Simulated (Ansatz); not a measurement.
**CH4AlF: active-space calculation in Python**

A script is to give an active-space calculation; the system is CH4AlF. SMILES: F[CH2][AlH2].

Program: Ansatz 0.2.0, driven from Python. Level of theory: SC-NEVPT2/def2-SVP. These are calculated values, not measurements.

## (1) Starting point

Bond lengths: F1–C2 1.320 Å, C2–Al3 1.966 Å, C2–H4 1.135 Å, C2–H5 1.097 Å, Al3–H6 1.609 Å, Al3–H7 1.651 Å. Angles: F1–C2–Al3 108.8°, F1–C2–H4 109.7°, F1–C2–H5 110.7°, Al3–C2–H4 106.1°, Al3–C2–H5 110.1°, H4–C2–H5 111.3°, C2–Al3–H6 121.7°, C2–Al3–H7 120.5°, H6–Al3–H7 117.8°.

The script holds or builds the structure itself.

## (2) Script

cas_ch4alf.py

```python
"""Static correlation in CH4AlF: natural occupations of an active space."""

import ansatz
from ase import Atoms

atoms = Atoms(["F", "C", "Al", "H", "H", "H", "H"], positions=[
    (-1.3605, 0.3752, -1.1465),
    (-0.6698, -0.4821, -0.419),
    (0.7671, 0.4881, 0.508),
    (-0.1568, -1.2334, -1.0972),
    (-1.3187, -0.9811, 0.3107),
    (0.451, 1.6642, 1.5591),
    (2.3489, 0.101, 0.2392),
])
ch4alf = ansatz.Crystal.molecule_from_ase(atoms)

setup = (
    ch4alf.calculation()
    .basis(gaussian="def2-SVP")
    .correlation(active_electrons=2, active_orbitals=2)
)
for method in ["sc_nevpt2"]:
    summary = (setup if method is None else setup.correlation(method)).run(threads=1).report
    space = summary["configurations"]
    state = space["states"][0]
    print(method or "casscf", f"total {summary['free_energy_ev'] / 27.211386246:.6f} Ha, active-space state {state['energy']['hartree']:.6f} Ha, mean field {summary['reference_energy_ev'] / 27.211386246:.6f} Ha")
    print("  determinants", state["n_determinants"], " natural occupations", [round(n, 3) for n in space["natural_occupations"]])
```

## (3) The input behind the calls

The package turns the script's settings into the engine's input:

```yaml
crystal:
  periodic: [false, false, false]
  atoms:
    - { symbol: F, position_ang: [-1.3605, 0.3752, -1.1465] }
    - { symbol: C, position_ang: [-0.6698, -0.4821, -0.419] }
    - { symbol: Al, position_ang: [0.7671, 0.4881, 0.508] }
    - { symbol: H, position_ang: [-0.1568, -1.2334, -1.0972] }
    - { symbol: H, position_ang: [-1.3187, -0.9811, 0.3107] }
    - { symbol: H, position_ang: [0.451, 1.6642, 1.5591] }
    - { symbol: H, position_ang: [2.3489, 0.101, 0.2392] }
basis:
  gaussian:
    orbitals: def2-SVP
correlation:
  method: sc_nevpt2
  active_space:
    window:
      electrons: 2
      orbitals: 2
```

## (4) The run

Started as:

```console
$ python cas_ch4alf.py
```

The log of the run:

```text
sc_nevpt2 total -381.703734 Ha, active-space state -381.339815 Ha, mean field -381.318229 Ha
  determinants 4  natural occupations [1.982, 0.018]
```

Wall time 3.6 s (1 thread of Arm Neoverse V1, shared host); peak memory 0.18 GiB.

## (5) The run's own record

From the engine's report, whether the script printed it or not:

```
             item         value
SCF cycles in all            12
         orbitals            66
total energy (eV)  -10386.68775
```

## (6) What came out

| quantity | value |
| --- | --- |
| total energy | -10386.6877 eV |
| natural occupations | 1.982, 0.018 |

In words: The natural occupations stay near whole numbers, so one determinant describes the state well. The geometry is a force-field or estimated start, not a minimum of this method, and the basis set is short of its limit. The active space starts as a window about the frontier orbitals and is then optimised, not chosen by chemistry.
